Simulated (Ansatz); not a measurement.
FePt: a prediction, then the measurements

Computed with DFT PBE, scalar-relativistic, plane waves, PAW (Ansatz 0.2.0).

Plane waves to 420 eV, a k mesh through Γ of 16×16×12 on the computed 2-atom cell and Gaussian smearing (0.10 eV); collinear spin from starting moments 3.28 0.42 μB.

Relaxed structure, symmetry kept:

```
Fe Pt
1.0
     2.72879    0.00000    0.00000
     0.00000    2.72879    0.00000
     0.00000    0.00000    3.76651
Fe Pt
1 1
Direct
  0.00000 0.00000 0.00000
  0.50000 0.50000 0.50000
```

```
Space group                                                       : P4/mmm (No. 123)
Volume per atom                                                   : 14.02 Å³
Formation energy from the elements' standard states (uncorrected) : -0.229 eV/atom
Kohn–Sham band gap                                                : none (metal)
Density of states at the Fermi level                              : 1.32 states/eV per cell
Löwdin character within 0.5 eV of the Fermi level                 : Fe 3d 65 %, Pt 5d 21 %, unprojected 5 %
Bader charges (e)                                                 : Fe (1 in the cell) 0.66, Pt (1 in the cell) -0.66
Total moment                                                      : 3.30 μB per cell
Site moments (μB; atoms counted from 1 over the whole cell)       : Fe (atom 1) 2.98, Pt (atom 2) 0.38
```

Spin-orbit coupling is left out, which matters for the bands of heavy elements. Only parallel moments were tried here.

Only this magnetic start was tried.

**Experimental background.**

“Lattice constants and magnetism of L10-ordered FePt under high pressure”, 2023, arxiv:2212.12065 reports, for a powder of FePt at 300 K: lattice constant a 3.857 Å; lattice constant c 3.735 Å.

A measured lattice constant a of FePt is 3.857 Å (300 K; powder; the paper above); the calculated 2.729 Å misses it by -29.3 %. So large a difference can come from the functional (as between layers that it hardly binds), but also from another choice of axes, another phase or a misread value. 2 values of this kind are on record (3.852 to 3.857 Å); this one was drawn at random. Against the measured lattice constant c of FePt, 3.735 Å (300 K; powder; the paper above), the calculated 3.767 Å is off by +0.8 %. 2 values of this kind are on record (3.713 to 3.735 Å); this one was drawn at random. The calculation is for 0 K without zero-point motion.